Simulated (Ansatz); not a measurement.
Rock-salt GdN, treated with PBE0 in Ansatz (PAW).

Numerical settings: plane-wave cutoff 460 eV, 10×10×10 k mesh, Fermi–Dirac smearing 0.01 eV, spin-polarised with parallel moments, scalar-relativistic PAW data made under PBE.

Cell (relaxed at this level):

```xyz
2
Lattice="0.0000 2.4893 2.4893 2.4893 0.0000 2.4893 2.4893 2.4893 0.0000" Properties=species:S:1:pos:R:3 pbc="T T T"
Gd     0.0000     0.0000     0.0000
N      2.4893     2.4893     2.4893
```
Starting moments (μB, in the order of the record's atoms Gd N): 7.0 0.0.

### Question
What does this level give for the bulk modulus, band gap, smallest direct gap on the k points sampled, magnetic moment (largest site, within a sphere) and direct gap at Γ?

### Answer

- bulk modulus: 162 GPa
- band gap: 0.56 eV (on the SCF k mesh)
- smallest direct gap on the k points sampled: 1.03 eV
- magnetic moment (largest site, within a sphere): 6.94 μB
- direct gap at Γ: 3.92 eV

Measured, for comparison: bulk modulus 192 ± 35 GPa (temperature not stated, no zero-point or thermal correction; as tabulated in Doll (2008), arXiv:0801.3152). Computed (rounded) less measured: bulk modulus -16 % (inside the measured uncertainty).

Note: the state of the 4f shell is in doubt.

Moments are spin moments.

Spin–orbit coupling is not included.

Static lattice: no zero-point or thermal effects.

It cost about 60 core-minutes (a rough figure) of CPU time.

Ansatz is an electronic-structure program.
